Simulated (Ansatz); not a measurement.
# CH7NSi: the cost of one run

Method: RKS B3LYP-D4/def2-SVP, in Ansatz 0.2.0.

## 1. The structure to begin with

Bond lengths: Si1–H2 1.460 Å, Si1–H3 1.460 Å, Si1–N4 1.819 Å, N4–H5 1.060 Å, N4–H6 1.060 Å, Si1–C7 1.869 Å, C7–H8 1.110 Å, C7–H9 1.110 Å, C7–H10 1.110 Å. Angles (14 of 15 angles, heavy atoms first): N4–Si1–C7 109.5°, H2–Si1–N4 109.5°, H2–Si1–C7 109.5°, H3–Si1–N4 109.5°, H3–Si1–C7 109.5°, Si1–N4–H5 120.0°, Si1–N4–H6 120.0°, Si1–C7–H8 109.5°, Si1–C7–H9 109.5°, Si1–C7–H10 109.5°, H2–Si1–H3 109.5°, H5–N4–H6 120.0°, H8–C7–H9 109.4°, H8–C7–H10 109.4°.

Structure file:

```xyz
10

Si    0.0000    0.0000    0.0000
H     0.0000    0.0000    1.4600
H     1.3768    0.0000   -0.4862
N    -0.8572    1.4851   -0.6061
H    -1.8773    1.4300   -0.8888
H    -0.3367    2.4058   -0.6766
C    -0.8808   -1.5259   -0.6227
H    -1.3804   -2.0377    0.2261
H    -1.6409   -1.2332   -1.3768
H    -0.1449   -2.2146   -1.0879
```

## 2. Preparing the start

Contents of input.yaml:

```yaml
crystal:
  periodic: [false, false, false]
  atoms:
    - { symbol: Si, position_ang: [0.0, 0.0, 0.0] }
    - { symbol: H, position_ang: [0.0, 0.0, 1.46] }
    - { symbol: H, position_ang: [1.3768, 0.0, -0.4862] }
    - { symbol: "N", position_ang: [-0.8572, 1.4851, -0.6061] }
    - { symbol: H, position_ang: [-1.8773, 1.43, -0.8888] }
    - { symbol: H, position_ang: [-0.3367, 2.4058, -0.6766] }
    - { symbol: C, position_ang: [-0.8808, -1.5259, -0.6227] }
    - { symbol: H, position_ang: [-1.3804, -2.0377, 0.2261] }
    - { symbol: H, position_ang: [-1.6409, -1.2332, -1.3768] }
    - { symbol: H, position_ang: [-0.1449, -2.2146, -1.0879] }
basis:
  gaussian: { orbitals: def2-SVP }
hamiltonian:
  xc: b3lyp
  dispersion: d4
relax:
  f_tol: 0.02
  max_steps: 40
```

The run is started by

```sh
$ ansatz run input.yaml --threads 1 --pin off --max-ram 2048MiB --backend cpu --events-out ev --progress --plain --runs-dir out
```

Q: Estimate wall time and peak memory on 1 thread of Arm Neoverse V1, shared host.

About 43 s, with a peak of 0.15 GiB.
